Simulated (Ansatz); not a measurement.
Geometry optimisation, RKS r2SCAN-D4/6-31G (Ansatz).

The input (input.yaml):

```yaml
crystal:
  periodic: [false, false, false]
  atoms:
    - { symbol: B, position_ang: [0.0, 0.0, 0.0] }
    - { symbol: "N", position_ang: [0.0, 0.0, 1.55] }
    - { symbol: H, position_ang: [-0.877, -0.2713, 2.08] }
    - { symbol: H, position_ang: [0.877, 0.2713, 2.08] }
    - { symbol: "N", position_ang: [1.3423, 0.0, -0.775] }
    - { symbol: H, position_ang: [1.8089, -0.9179, -1.0268] }
    - { symbol: H, position_ang: [1.7937, 0.9179, -1.0532] }
    - { symbol: H, position_ang: [-1.0305, 0.0, -0.595] }
basis:
  gaussian: { orbitals: "6-31G" }
hamiltonian:
  xc: r2scan
  dispersion: d4
relax:
  f_tol: 0.02
  max_steps: 40
output:
  orbitals: {}
```

Launched with:

```bash
$ ansatz run input.yaml --threads 1 --pin off --max-ram 2048MiB --backend cpu --events-out ev --progress --plain --runs-dir out
```

Q: Where does it end, and by what steps?

A: The run converged. Limits of this set-up: no polarisation functions. After 9 steps the energy has fallen by 1.647 eV; H6 moved furthest, 1.06 Å.

```json
{"step": "0", "energy less start (eV)": "0.0000", "largest force component (eV/Å)": "2.598", "accepted": "yes"}
{"step": "1", "energy less start (eV)": "-0.7006", "largest force component (eV/Å)": "1.247", "accepted": "yes"}
{"step": "2", "energy less start (eV)": "-0.8124", "largest force component (eV/Å)": "1.707", "accepted": "yes"}
{"step": "3", "energy less start (eV)": "-0.9161", "largest force component (eV/Å)": "0.638", "accepted": "yes"}
{"step": "4", "energy less start (eV)": "-1.0105", "largest force component (eV/Å)": "1.470", "accepted": "yes"}
{"step": "5", "energy less start (eV)": "-1.2475", "largest force component (eV/Å)": "1.117", "accepted": "yes"}
{"step": "6", "energy less start (eV)": "-1.4859", "largest force component (eV/Å)": "0.782", "accepted": "yes"}
{"step": "7", "energy less start (eV)": "-1.6192", "largest force component (eV/Å)": "0.288", "accepted": "yes"}
{"step": "8", "energy less start (eV)": "-1.6463", "largest force component (eV/Å)": "0.036", "accepted": "yes"}
{"step": "9", "energy less start (eV)": "-1.6470", "largest force component (eV/Å)": "0.019", "accepted": "yes"}
```

```xyz
8
Properties=species:S:1:pos:R:3
B 0.080 0.127 0.057
N 0.030 -0.148 1.448
H -0.832 -0.088 1.966
H 0.830 -0.420 2.002
N 1.276 0.047 -0.702
H 2.174 -0.214 -0.320
H 1.288 0.251 -1.689
H -0.934 0.445 -0.502
```

Whether the end is a true minimum wasn't checked by a vibrational analysis.

Time of the run: 20 s on 1 thread of Arm Neoverse V1, with other jobs on the host, peak memory 0.11 GiB.
